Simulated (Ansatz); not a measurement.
# AlH2+ (triplet): wave-function methods side by side, aug-cc-pVTZ

The task here is to estimate one member of a computed series from the others.

The runs use Ansatz 0.2.0, Gaussian basis; aug-cc-pVTZ, core rule «outside noble gas», up to 5 orbitals frozen.

Plan: UHF; CCSD(T) on ROHF; CCSD(T) on UHF; BCCD(T) on ROHF; CCSDT(Q) on ROHF; CCSDT(Q) on UHF; CASSCF and MRCISD+Q, 4 electrons in 6 orbitals; CASSCF and NEVPT2, 4 electrons in 6 orbitals; Full CI.

24 further runs of the same task are left out: 5 for a known fault of the program, 7 that didn't finish, 12 set aside as unsound or not needed.

## The system

The geometry is a PBE0/def2-TZVP stationary point (not a proven minimum).

3 atoms, charge 1, spin multiplicity 3.

Atoms are counted from 1 here; the program's logs count them from 0.

Bond lengths: Al1–H2 1.722 Å, Al1–H3 1.722 Å. Angles: H2–Al1–H3 63.0°.

The first run:

in.yaml

```yaml
crystal:
  periodic: [false, false, false]
  atoms:
    - {symbol: Al, position_ang: [0.000000, 0.000000, -0.102095]}
    - {symbol: H, position_ang: [0.000000, 0.899579, 1.366496]}
    - {symbol: H, position_ang: [0.000000, -0.899579, 1.366496]}
basis:
  gaussian: {orbitals: aug-cc-pVTZ}
total_charge: 1
magnetization: {spin_polarized: true, initial_magnetization: 2}
hamiltonian: {xc: hf}
output: {orbitals: {seedname: orbitals}}
```

The run is started by

```bash
$ ansatz run in.yaml --threads 1 --pin off --events-out ev --progress --plain --max-ram 2393MiB
```

Among the steps run: UHF; CCSD(T) on ROHF; CCSD(T) on UHF; BCCD(T) on ROHF; CCSDT(Q) on ROHF; CCSDT(Q) on UHF; CASSCF and MRCISD+Q, 4 electrons in 6 orbitals; CASSCF and NEVPT2, 4 electrons in 6 orbitals; Full CI.

One of the session's tables, all rows but one given; the rest of the session is left out.

```
          method  from FCI (kJ/mol)
            ROHF             +186.6
             UHF             +159.9
            RMP2              +44.6
            UMP2              +47.2
           RCCSD               +5.5
           UCCSD               +4.7
        RCCSD(T)               +1.3
        UCCSD(T)               +1.2
         BCCD(T)               +1.4
          RCCSDT               +0.1
          UCCSDT               -0.1
       RCCSDT(Q)                0.0
       UCCSDT(Q)               -0.1
  CASSCF valence              +86.0
  NEVPT2 valence              +23.6
  MRCISD valence               +2.2
MRCISD+Q valence                  ?
             FCI                  0
```

Q: Estimate the row for MRCISD+Q valence from the others.

**Answer.** from FCI (kJ/mol): +0.3. In the column «from FCI (kJ/mol)» it lies between RCCSDT (+0.1) and UCCSD(T) (+1.2).

Among the levels timed on like hardware and quicker than the yardstick, those that no quicker one beats, quickest first: NEVPT2 valence (2.5 s, +23.6 kJ/mol); BCCD(T) (3.4 s, +1.4 kJ/mol); MRCISD+Q valence (4.4 s, +0.3 kJ/mol).

Limits of these values: The yardstick is full CI for this spin, exact in this basis with these frozen cores. Of the multireference levels listed MRCISD+Q valence comes nearest in total energy (+0.3 kJ/mol), which doesn't show that its space is the better one. Levels on UHF freeze UHF's core orbitals, full CI those of ROHF, so the U rows can settle a little off it for that reason alone. Restricted and unrestricted rows rest on different reference determinants; where their highest levels disagree by more than a few hundredths of an eV, they describe different states and don't form one ladder.
